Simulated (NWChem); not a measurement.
Molecule: pyrazine (C4H4N2); SMILES n1ccncc1

```xyz
10

C      1.1347    -0.6965     0.0000
C      1.1322     0.7006     0.0000
N     -0.0025     1.4092     0.0000
C     -1.1347     0.6965     0.0000
C     -1.1322    -0.7006     0.0000
N      0.0025    -1.4092     0.0000
H      2.0697    -1.2538     0.0000
H      2.0652     1.2612     0.0000
H     -2.0697     1.2538     0.0000
H     -2.0652    -1.2612     0.0000
```
Atoms are numbered in this order, from 1.

Level: B3LYP/6-31G* (spherical d) (NWChem), optimised geometry, unscaled harmonic frequencies. 

Task: List the harmonic frequencies with IR intensities, and the thermochemistry.

Result: 
```csv
frequency (cm⁻¹),IR intensity (km/mol)
352,0.0
436,21.4
608,0.0
722,0.0
777,0.0
807,18.6
947,0.0
987,0.0
995,0.0
1034,36.9
1047,0.0
1099,11.7
1172,4.6
1246,1.9
1264,0.0
1388,0.0
1458,31.4
1531,1.3
1596,0.0
1634,0.0
3176,0.0
3177,10.4
3192,79.4
3198,0.0
```

| Quantity | Result |
|---|---|
| zero-point energy | 48.4 kcal/mol |
| thermal correction to the enthalpy at 298.15 K (with zero-point energy) | 51.6 kcal/mol |
| heat capacity Cv | 15.1 cal/(mol K) |
| entropy at 298.15 K and 1 atm (symmetry number 4) | 65.5 cal/(mol K) |
| dipole moment | 0.00 D |

Rigid rotor and harmonic oscillator.
